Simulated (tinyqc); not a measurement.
Worked calculation: ROHF in the sto-6g basis, for CH2, spin multiplicity 3. One step of it, computed by the program tinyqc.

Question. Iteration 2: DIIS coefficients. Solve [B -1; -1 0][c; lambda] = [0; -1] for the coefficients, which sum to one.

B (overlaps of the stored error matrices):
```
[[2.0339318e-01, -3.2519769e-01],
 [-3.2519769e-01, 1.0388031e+00]]
```

Give: DIIS coefficients.

Answer.

DIIS coefficients: [0.7207, 0.2793]
